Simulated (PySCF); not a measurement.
## How methods differ on the electron affinity of H

H⁻ 1s2 (1S) → H 1s1 (2S), as a difference of total energies. Computed with PySCF 2.14 in aug-cc-pVQZ with one added diffuse shell each of s, p, d, f type (6s5p4d3f, 62 functions), with the non-relativistic Hamiltonian (point nucleus). Correlated levels: valence: nothing frozen. The calculations carry no spin-orbit coupling.

```tsv
method	electron affinity (eV)
UHF	-0.330
LDA	0.964
PBE	0.749
PBE0	0.630
r2SCAN	0.737
BLYP	0.897
wB97M-V	0.780
BP86	1.046
HSE06	0.631
MP2 (valence)	0.475
SCS-MP2 (valence)	0.636
```

Errors of the correlated levels include the incompleteness of this basis.

A negative affinity means that the anion lies above the atom at that level of theory.

In the anion the highest occupied orbital energy is positive at LDA, PBE, PBE0, r2SCAN, BLYP, BP86, HSE06, a self-interaction effect; the basis confines that electron, and the energy difference can still be sensible.

For comparison: 0.754 eV (measured; photodetachment measurements, as compiled on the Wikipedia data page of electron affinities).
